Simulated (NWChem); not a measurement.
All runs are NWChem calculations. System: dimethyl sulfide (C2H6S), charge 0, spin multiplicity 1, at a geometry optimised with PBE0/def2-SVP. Level: RHF/def2-TZVP.

The NWChem input:

```
start mol
memory heap 200 mb stack 900 mb global 1100 mb
geometry units angstroms nocenter noautoz
  C     -1.379091     0.000000     0.506946
  S      0.000000     0.000000    -0.654747
  C      1.379091     0.000000     0.506946
  H     -1.374213     0.899007     1.142935
  H     -2.302295     0.000000    -0.089572
  H     -1.374213    -0.899007     1.142935
  H      1.374213     0.899007     1.142935
  H      2.302295     0.000000    -0.089572
  H      1.374213    -0.899007     1.142935
  symmetry group C2v
end
basis spherical
  * library def2-tzvp
end
scf
  rhf
  nopen 0
  maxiter 100
  thresh 1e-7
  semidirect memsize 60000000 filesize 0
end
task scf energy
```

Part of the output:

```
             Northwest Computational Chemistry Package (NWChem) 7.3.0
             --------------------------------------------------------

                                NWChem Input Module
                                -------------------

 Scaling coordinates for geometry "geometry" by  1.889725989
 (inverse scale =  0.529177249)

 Turning off AUTOSYM since
 SYMMETRY directive was detected!

                             Geometry "geometry" -> ""
                             -------------------------

 Output coordinates in angstroms (scale by  1.889725989 to convert to a.u.)

  No.       Tag          Charge          X              Y              Z
 ---- ---------------- ---------- -------------- -------------- --------------
    1 C                    6.0000    -1.37909100     0.00000000     0.50694600
    2 S                   16.0000     0.00000000     0.00000000    -0.65474700
    3 C                    6.0000     1.37909100     0.00000000     0.50694600
    4 H                    1.0000    -1.37421300     0.89900700     1.14293500
    5 H                    1.0000    -2.30229500     0.00000000    -0.08957200
    6 H                    1.0000    -1.37421300    -0.89900700     1.14293500
    7 H                    1.0000     1.37421300     0.89900700     1.14293500
    8 H                    1.0000     2.30229500     0.00000000    -0.08957200
    9 H                    1.0000     1.37421300    -0.89900700     1.14293500

 Effective nuclear repulsion energy (a.u.)     110.7294865103

            Nuclear Dipole moment (a.u.)
            ----------------------------
        X                 Y               Z
 ---------------- ---------------- ----------------
     0.0000000000     0.0000000000    -0.0000075589

      Symmetry information
      --------------------

 Group name             C2v
 Group number             16
 Group order               4
 No. of unique centers     4

      Symmetry unique atoms

     1    2    4    5


 Summary of "ao basis" -> "" (spherical)
 ------------------------------------------------------------------------------
       Tag                 Description            Shells   Functions and Types
 ---------------- ------------------------------  ------  ---------------------
 *                         def2-tzvp                  on all atoms

 Summary of "ao basis" -> "ao basis" (spherical)
 ------------------------------------------------------------------------------
       Tag                 Description            Shells   Functions and Types
 ---------------- ------------------------------  ------  ---------------------
 C                         def2-tzvp                11       31   5s3p2d1f
 S                         def2-tzvp                13       37   5s5p2d1f
 H                         def2-tzvp                 4        6   3s1p

                                 NWChem SCF Module
                                 -----------------

  ao basis        = "ao basis"
  functions       =   135
  atoms           =     9
  closed shells   =    17
  open shells     =     0
  charge          =   0.00
  wavefunction    = RHF
  use symmetry    = T
  symmetry adapt  = T

 Summary of "ao basis" -> "ao basis" (spherical)
 ------------------------------------------------------------------------------
       Tag                 Description            Shells   Functions and Types
 ---------------- ------------------------------  ------  ---------------------
 C                         def2-tzvp                11       31   5s3p2d1f
 S                         def2-tzvp                13       37   5s5p2d1f
 H                         def2-tzvp                 4        6   3s1p

      Symmetry analysis of basis
      --------------------------

        a1         48
        a2         20
        b1         41
        b2         26

 Forming initial guess at       0.1s

      Superposition of Atomic Density Guess
      -------------------------------------

 Sum of atomic energies:        -475.82101295

      Non-variational initial energy
      ------------------------------

 Total energy =    -477.391982
 1-e energy   =    -872.758254
 2-e energy   =     284.636785
 HOMO         =      -0.261762
 LUMO         =       0.050469

      Symmetry analysis of molecular orbitals - initial
      -------------------------------------------------

  Numbering of irreducible representations:

     1 a1          2 a2          3 b1          4 b2

  Orbital symmetries:

     1 a1          2 a1          3 b1          4 a1          5 b1
     6 a1          7 b2          8 a1          9 b1         10 a1
    11 b2         12 a1         13 b1         14 a2         15 b1
    16 a1         17 b2         18 b1         19 a1         20 a1
    21 a1         22 b2         23 b1         24 a2         25 b1
    26 a1         27 a2

 Starting SCF solution at       1.7s

 ----------------------------------------------
         Quadratically convergent ROHF

 Convergence threshold     :          1.000E-07
 Maximum no. of iterations :          100
 Final Fock-matrix accuracy:          1.000E-09
 ----------------------------------------------

              iter       energy          gnorm     gmax       time
             ----- ------------------- --------- --------- --------
                 1     -476.7636679070  5.61D-01  1.36D-01      1.9
                 2     -476.7927019874  1.65D-01  3.66D-02      2.0
                 3     -476.7957830526  1.01D-02  2.42D-03      2.4
                 4     -476.7957989835  6.93D-05  2.12D-05      3.0
                 5     -476.7957989842  5.19D-09  9.11D-10      4.0

       Final RHF  results
       ------------------

         Total SCF energy =   -476.795798984228
      One-electron energy =   -875.738259101106
      Two-electron energy =    288.212973606573
 Nuclear repulsion energy =    110.729486510305

        Time for solution =      2.2s

       Symmetry analysis of molecular orbitals - final
       -----------------------------------------------

  Numbering of irreducible representations:

     1 a1          2 a2          3 b1          4 b2

  Orbital symmetries:

     1 a1          2 b1          3 a1          4 a1          5 b1
     6 a1          7 b2          8 a1          9 b1         10 a1
    11 b2         12 a1         13 b1         14 a2         15 b1
    16 a1         17 b2         18 a1         19 b1         20 a1
    21 b2         22 a1         23 b1         24 a2         25 b1
    26 a1         27 a2

             Final eigenvalues
             -----------------

              1
    1  -91.9383
    2  -11.2516
    3  -11.2516
    4   -8.9424
    5   -6.6239
    6   -6.6230
    7   -6.6223
    8   -1.0586
    9   -0.9474
   10   -0.8033
   11   -0.5994
   12   -0.5974
   13   -0.5753
   14   -0.5601
   15   -0.4929
   16   -0.4342
   17   -0.3345
   18    0.1398
   19    0.1505
   20    0.1976
   21    0.2046
   22    0.2080
   23    0.2334
   24    0.2468
   25    0.2567
   26    0.3104
   27    0.3217

                       ROHF Final Molecular Orbital Analysis
                       -------------------------------------

 Vector   15  Occ=2.000000D+00  E=-4.928629D-01  Symmetry=b1
              MO Center=  1.1D-13, -5.1D-15,  8.9D-02, r^2= 3.1D+00
   Bfn.  Coefficient  Atom+Function         Bfn.  Coefficient  Atom+Function
  ----- ------------  ---------------      ----- ------------  ---------------
    46      0.292036  2 S  px                 6     -0.218128  1 C  px
    74     -0.218128  3 C  px                 9     -0.201710  1 C  px
    77     -0.201710  3 C  px               107      0.150070  5 H  s
   125     -0.150070  8 H  s

 Vector   16  Occ=2.000000D+00  E=-4.342491D-01  Symmetry=a1
              MO Center= -2.4D-12,  2.0D-15, -4.3D-01, r^2= 2.5D+00
   Bfn.  Coefficient  Atom+Function         Bfn.  Coefficient  Atom+Function
  ----- ------------  ---------------      ----- ------------  ---------------
    48      0.397913  2 S  pz                51      0.266300  2 S  pz
    35     -0.219233  2 S  s                 36     -0.216749  2 S  s
    45      0.184312  2 S  pz

 Vector   17  Occ=2.000000D+00  E=-3.345043D-01  Symmetry=b2
              MO Center= -9.7D-17, -2.6D-16, -4.6D-01, r^2= 2.1D+00
   Bfn.  Coefficient  Atom+Function         Bfn.  Coefficient  Atom+Function
  ----- ------------  ---------------      ----- ------------  ---------------
    47      0.505128  2 S  py                50      0.419167  2 S  py
    44      0.232195  2 S  py                38     -0.180634  2 S  py

 Vector   18  Occ=0.000000D+00  E= 1.398212D-01  Symmetry=a1
              MO Center=  8.8D-15, -5.2D-16,  1.2D+00, r^2= 7.9D+00
   Bfn.  Coefficient  Atom+Function         Bfn.  Coefficient  Atom+Function
  ----- ------------  ---------------      ----- ------------  ---------------
     5      3.333788  1 C  s                 73      3.333788  3 C  s
   102     -1.551096  4 H  s                114     -1.551096  6 H  s
   120     -1.551096  7 H  s                132     -1.551096  9 H  s
   108     -1.163674  5 H  s                126     -1.163674  8 H  s
    36     -0.494968  2 S  s                 14      0.380127  1 C  pz

 Vector   19  Occ=0.000000D+00  E= 1.505100D-01  Symmetry=b1
              MO Center= -4.9D-14, -7.1D-15,  1.8D-01, r^2= 8.5D+00
   Bfn.  Coefficient  Atom+Function         Bfn.  Coefficient  Atom+Function
  ----- ------------  ---------------      ----- ------------  ---------------
     5      4.023317  1 C  s                 73     -4.023317  3 C  s
    49      1.407281  2 S  px               102     -1.262029  4 H  s
   114     -1.262029  6 H  s                120      1.262029  7 H  s
   132      1.262029  9 H  s                108     -1.217296  5 H  s
   126      1.217296  8 H  s                 12      0.294329  1 C  px

 Vector   20  Occ=0.000000D+00  E= 1.975899D-01  Symmetry=a1
              MO Center= -2.9D-15, -2.5D-17, -2.9D-01, r^2= 7.5D+00
   Bfn.  Coefficient  Atom+Function         Bfn.  Coefficient  Atom+Function
  ----- ------------  ---------------      ----- ------------  ---------------
    36      2.041989  2 S  s                108     -1.327995  5 H  s
   126     -1.327995  8 H  s                 51      1.145596  2 S  pz
    12     -1.134663  1 C  px                80      1.134663  3 C  px
   102      0.427134  4 H  s                114      0.427134  6 H  s
   120      0.427134  7 H  s                132      0.427134  9 H  s

 center of mass
 --------------
 x =   0.00000000 y =   0.00000000 z =  -0.13223857

 moments of inertia (a.u.)
 ------------------
         100.385466897934           0.000000000000           0.000000000000
           0.000000000000         317.092965258256           0.000000000000
           0.000000000000           0.000000000000         239.977634945291

  Mulliken analysis of the total density
  --------------------------------------

    Atom       Charge   Shell Charges
 -----------   ------   -------------------------------------------------------
    1 C    6     6.33   0.85  1.12  0.47  0.72  0.04  1.22  1.45  0.37  0.02  0.07  0.00
    2 S   16    16.05   2.01  0.49  1.48  1.03  0.77  4.18  1.69  0.89  2.29  1.07  0.05  0.10  0.02
    3 C    6     6.33   0.85  1.12  0.47  0.72  0.04  1.22  1.45  0.37  0.02  0.07  0.00
    4 H    1     0.88   0.26  0.49  0.11  0.02
    5 H    1     0.87   0.26  0.49  0.10  0.02
    6 H    1     0.88   0.26  0.49  0.11  0.02
    7 H    1     0.88   0.26  0.49  0.11  0.02
    8 H    1     0.87   0.26  0.49  0.10  0.02
    9 H    1     0.88   0.26  0.49  0.11  0.02

       Multipole analysis of the density wrt the origin
       ------------------------------------------------

     L   x y z        total         open         nuclear
     -   - - -        -----         ----         -------
     0   0 0 0     -0.000000      0.000000     34.000000

     1   1 0 0     -0.000000      0.000000      0.000000
     1   0 1 0      0.000000      0.000000      0.000000
     1   0 0 1      0.653726      0.000000     -0.000008

     2   2 0 0    -18.078517      0.000000    146.333909
     2   1 1 0     -0.000000      0.000000      0.000000
     2   1 0 1      0.000000      0.000000     -0.000000
     2   0 2 0    -21.465987      0.000000     11.544731
     2   0 1 1     -0.000000      0.000000      0.000000
     2   0 0 2    -21.361192      0.000000     54.224030

 Task  times  cpu:        4.0s     wall:        4.0s

 Total times  cpu:        4.0s     wall:        4.0s
```
